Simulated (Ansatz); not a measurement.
**SiNH₃ (singlet): from Hartree-Fock to the top rungs at scale of all distances = 0.884, cc-pVDZ**

An exercise on one series of results from a longer session: the logs are not shown, and one member is left open.

The runs use Ansatz 0.2.0, Gaussian basis; cc-pVDZ, core rule «outside noble gas», up to 6 orbitals frozen.

To be run: UHF; CCSD(T) on RHF; BCCD(T) on RHF; CISD; CCSDT(Q) on RHF; CASSCF and MRCISD+Q, 2 electrons in 2 orbitals; CASSCF and NEVPT2, 2 electrons in 2 orbitals.

10 further runs of the same task are left out: 1 for a known fault of the program, 7 that didn't finish, 2 set aside as unsound or not needed.

## What is computed

The geometry derives from a PBE0/def2-TZVP stationary point (not a proven minimum). All distances are scaled together.

5 atoms, charge 0, spin multiplicity 1.

Atoms are counted from 1 here; the program's logs count them from 0.

Bond lengths: Si1–N2 1.408 Å, Si1–H3 1.317 Å, Si1–H4 1.305 Å, N2–H5 0.895 Å. Angles: N2–Si1–H3 129.4°, N2–Si1–H4 118.1°, H3–Si1–H4 112.5°, Si1–N2–H5 121.2°.

Coordinates:

```xyz
5

Si    0.00000   -0.02631    0.44597
N     0.00000    0.10096   -0.95628
H     0.00000   -1.11561    1.18695
H     0.00000    1.06482    1.16249
H     0.00000   -0.61909   -1.48719
```

The first run:

The input, in.yaml:

```yaml
crystal:
  periodic: [false, false, false]
  atoms:
    - {symbol: Si, position_ang: [0.000000, -0.026308, 0.445968]}
    - {symbol: N, position_ang: [0.000000, 0.100957, -0.956279]}
    - {symbol: H, position_ang: [0.000000, -1.115613, 1.186952]}
    - {symbol: H, position_ang: [0.000000, 1.064818, 1.162487]}
    - {symbol: H, position_ang: [0.000000, -0.619093, -1.487190]}
basis:
  gaussian: {orbitals: cc-pVDZ}
magnetization: {spin_polarized: true, initial_magnetization: 0}
hamiltonian: {xc: hf}
output: {orbitals: {seedname: orbitals}}
```

Started as:

```console
$ ansatz run in.yaml --threads 1 --pin off --events-out ev --progress --plain --max-ram 2393MiB
```

Steps of the session up to this table: UHF; CCSD(T) on RHF; BCCD(T) on RHF; CISD; CCSDT(Q) on RHF; CASSCF and MRCISD+Q, 2 electrons in 2 orbitals; CASSCF and NEVPT2, 2 electrons in 2 orbitals.

One of the session's tables, all rows but one given; the rest of the session is left out.

```
       method  from RCCSDT(Q) (kcal/mol)
          RHF                    +183.89
         RMP2                     +20.86
         CISD                     +19.29
        RCCSD                      +5.83
     RCCSD(T)                      +0.86
      BCCD(T)                      +0.87
       RCCSDT                          ?
    RCCSDT(Q)                          0
  CASSCF pair                    +171.13
  NEVPT2 pair                     +19.32
  MRCISD pair                     +16.19
MRCISD+Q pair                      +2.16
```

**Question.** Estimate the row for RCCSDT.

**Answer.** from RCCSDT(Q) (kcal/mol): +0.46. In the column «from RCCSDT(Q) (kcal/mol)» it lies between RCCSDT(Q) (0) and RCCSD(T) (+0.86).
